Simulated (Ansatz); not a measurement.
Input and output for AlH3SSi (`[AlH]1[SiH2][S]1`).

```yaml
crystal:
  periodic: [false, false, false]
  atoms:
    - {symbol: Al, position_ang: [-1.021736, -0.745368, -0.595012]}
    - {symbol: Si, position_ang: [0.854449, 0.186327, 0.397591]}
    - {symbol: S, position_ang: [-0.918079, 1.374855, -0.142191]}
    - {symbol: H, position_ang: [-2.078317, -1.714965, -1.239595]}
    - {symbol: H, position_ang: [2.076217, 0.627536, -0.325152]}
    - {symbol: H, position_ang: [1.129667, 0.207515, 1.858259]}
basis:
  gaussian: {orbitals: cc-pVTZ}
hamiltonian: {xc: {name: B97M-V}}
```

```sh
$ ansatz run in.yaml --threads 2 --pin off --events-out ev --progress --plain --max-ram 4352MiB
```

Output, abridged:

```
Functional definition: B97M-V
996 factors; their error is unknown
mean field evaluation 1: about -25352.5100 eV, gradient 2.3e1 eV
mean field evaluation 2: about -25350.4569 eV, gradient 3.4e1 eV
mean field evaluation 4: about -25354.4265 eV, gradient 2.9e0 eV
mean field evaluation 8: about -25354.4184 eV, gradient 1.5e-1 eV
mean field evaluation 16: about -25354.4185 eV, gradient 2.5e-5 eV
mean field -25354.41846636 eV, -931.7576927966 hartree, gradient 2.5e-5 eV, S^2 0.000000; 0 other end points of the search recorded, 0 dependent functions left out
reference -25354.41852706 eV, -931.7576950275 hartree; 23, 23 occupied and 121, 121 virtual orbitals, 996 factors
Total energy: -25354.41852706 eV, -931.7576950275 hartree
```

Hardware: 2 threads of an Arm Neoverse V1 on a shared host. Wall time 8 s, peak host memory 0.22 GiB.
